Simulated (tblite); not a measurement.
Compound: E-propargylimine, C3H3N.
Numbering: `[H]/[N:2]=[CH:3]/[C:4]#[CH:5]` (hydrogens: H1 on N2; H6 on C3; H7 on C5)

Computed with GFN2-xTB (tblite), gas phase: L-BFGS steps from a force-field or distance-geometry start until the largest atomic force falls under 0.01 eV/Å.

Step 1: E = -292.5109 eV
```
atom  x, y, z in Å  |  force x, y, z in eV/Å
H1      2.3181    0.1728   -0.6364    0.258   0.118  -0.260
N2      1.3152    0.3184   -0.6800    1.107   0.396  -0.883
C3      0.7116   -0.1784    0.2844   -0.622  -0.571   1.091
C4     -0.6936   -0.0082    0.2835   -2.066  -0.003   0.411
C5     -1.9026    0.1458    0.2661    1.890  -0.237   0.016
H6      1.1953   -0.7393    1.1330   -0.577   0.306  -0.394
H7     -2.9407    0.2938    0.2218    0.011  -0.008   0.018
```

Step 2: E = -292.5298 eV
```
atom  x, y, z in Å  |  force x, y, z in eV/Å
H1      2.3181    0.1760   -0.6419    0.893  -0.054  -0.096
N2      1.3317    0.3161   -0.6793   -0.372   0.227  -0.299
C3      0.6999   -0.1771    0.2846   -0.001  -0.263   0.443
C4     -0.7116   -0.0111    0.2918    1.984  -0.426   0.312
C5     -1.8852    0.1437    0.2661   -2.388   0.325  -0.075
H6      1.1882   -0.7361    1.1292   -0.610   0.278  -0.340
H7     -2.9378    0.2934    0.2220    0.495  -0.087   0.055
```

Question: Estimate the geometry and energy of step 3. (The exact step hangs on the optimiser's Hessian estimate; all steps are aligned on step 2, rigid shifts and turns removed.)

Answer: E = -292.5587 eV, largest force 0.941 eV/Å
```
atom  x, y, z in Å  |  force x, y, z in eV/Å
H1      2.3271    0.1758   -0.6436    0.530  -0.015  -0.088
N2      1.3329    0.3204   -0.6867   -0.548  -0.269   0.576
C3      0.6977   -0.1826    0.2942    0.533   0.346  -0.694
C4     -0.7043   -0.0144    0.2958   -0.389  -0.117   0.269
C5     -1.8969    0.1453    0.2656    0.334  -0.046   0.005
H6      1.1806   -0.7324    1.1246   -0.403   0.106  -0.092
H7     -2.9338    0.2927    0.2225   -0.057  -0.004   0.024
```

The energy changes by -0.0290 eV. The first-order estimate −F·Δx gives -0.0716 eV and the mean of the old and new forces, exact on a quadratic surface, -0.0295 eV. The step makes an angle of 34° with the force vector and moves no atom by more than 0.012 Å.

The cost below is that of the whole relaxation. Time: under 0.1 s. Hardware: one thread of an Intel Xeon Platinum 8259CL at 2.50 GHz, shared host.
